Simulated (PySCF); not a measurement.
amide anion, H₂N (charge -1), SMILES [NH2-], point group C2v.

Level: B3LYP/pcJ-1 in PySCF (density fitting, grid level 2); geometry and Hessian at that level, cubic constants and property derivatives from steps of ±0.6 along each species' dimensionless normal coordinates, second-order vibrational perturbation theory. The parent has the commonest isotopes.

Equilibrium geometry (Å):

| atom | x | y | z |
| --- | --- | --- | --- |
| N1 | 0.0225 | 0.4481 | -0.0096 |
| H2 | -0.7795 | -0.2162 | -0.0437 |
| H3 | 0.8030 | -0.2421 | 0.0031 |

Q: How much do zero-point and thermal motion change the parent's shieldings?

A: 
| atom | σe (ppm) | anharmonic part, 0 K | harmonic part, 0 K | Δσ at 0 K | Δσ at 350 K | Δσ at 500 K |
| --- | --- | --- | --- | --- | --- | --- |
| N1 | 292.17 | -17.79 | -13.33 | -31.12 | -32.38 | -32.92 |
| H2 | 37.29 | -0.45 | -0.23 | -0.68 | -0.71 | -0.73 |

Q: And the bond lengths, in the parent and with ¹⁵N at 1?

A: 
```tsv
bond	re (Å)	⟨r⟩ at 0 K	between mean positions	⟨r⟩, labelled
N1–H2	1.0419	1.0645	1.0617	1.0644
```

Q: How do the spin–spin couplings change (quoted for ¹H, ¹³C, ¹⁵N, ¹⁷O and so on whatever the masses)?

A: ¹J(N1,H2) -35.0 → -29.1, ¹J(N1,H3) -35.0 → -29.1, ²J(H2,H3) -7.3 → -7.2 Hz (equilibrium → 0 K average).

The study (54 SCF points, 47 basis functions) took 56 s on 1 thread of Arm Neoverse N1, on a host shared with other jobs (rough), peak memory 0.27 GiB, launched as `OMP_NUM_THREADS=1 python ens_run.py task.json out`.
